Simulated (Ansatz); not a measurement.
We consider hcp Lu, described by PBEsol+SOC in Ansatz (PAW).

Settings: plane-wave cutoff 520 eV, 18×18×10 k mesh (along the axes of the cell as run), Fermi–Dirac smearing 0.05 eV, PAW data made under PBE.

A third-order Birch–Murnaghan fit to the energies gives V0 = 27.275 Å³/atom, B0 = 50.4 GPa, B′ = 3.4.

```json
[
 {"V (Å³/atom)": "26.184", "P (GPa)": "?"},
 {"V (Å³/atom)": "26.730", "P (GPa)": "?"},
 {"V (Å³/atom)": "27.275", "P (GPa)": "-0.001"},
 {"V (Å³/atom)": "27.821", "P (GPa)": "?"},
 {"V (Å³/atom)": "28.366", "P (GPa)": "-1.849"}
]
```

Task: Estimate the withheld pressures from this fit; the answers are the runs' own values.

Result: 
- 26.184, P (GPa): 2.202
- 26.730, P (GPa): 1.053
- 27.821, P (GPa): -0.965

The formula P = (3/2) B0 (x^(7/3) − x^(5/3)) [1 + (3/4)(B′ − 4)(x^(2/3) − 1)] with x = V0/V meets the computed pressures within 0.01 GPa when these rounded values are put in.

Shape and atoms are relaxed at each volume.

Measured, for comparison: bulk modulus 47.6 GPa (room temperature, not corrected to a static lattice; as tabulated in Wikipedia's data pages); equilibrium volume per atom 29.52 Å³/atom (room temperature, not corrected to a static lattice; as tabulated in Söderlind et al. (2014), doi:10.1088/0953-8984/26/41/416001). Computed (rounded) less measured: bulk modulus +6 %, equilibrium volume per atom -7.6 %. A static lattice is as a rule a little smaller and stiffer than an uncorrected measurement, which narrows the difference in the bulk modulus and would widen misses of the other sign.

Note: the bulk modulus comes from volumes at which shape and atoms were relaxed.

Static lattice: no zero-point or thermal effects.

Ansatz is an electronic-structure program.
